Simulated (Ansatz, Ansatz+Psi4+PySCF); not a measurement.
```json
{"atom": "Li", "x (Å)": "0.0000", "y (Å)": "0.0000", "z (Å)": "-1.2409"}
{"atom": "F", "x (Å)": "0.0000", "y (Å)": "0.0000", "z (Å)": "0.4136"}
```

Basis set: cc-pVTZ (spherical functions). Left uncorrelated: 1 orbital. Charge 0, multiplicity 1.

Computed with Ansatz (development build ahead of 0.2.0); each method stands on the lowest determinant of its kind that the runs found. Restricted open shells among the atoms or ions are ROHF, correlated in semicanonical orbitals with singles.

Problem. Give the atomization energy at this shape (free ground-state atoms in the same class of orbitals less the molecule, no zero-point energy) of singlet LiF by RHF-MP2, RHF.

Solution.

```
 method  atomization energy
RHF-MP2             6.01 eV
    RHF             3.93 eV
```
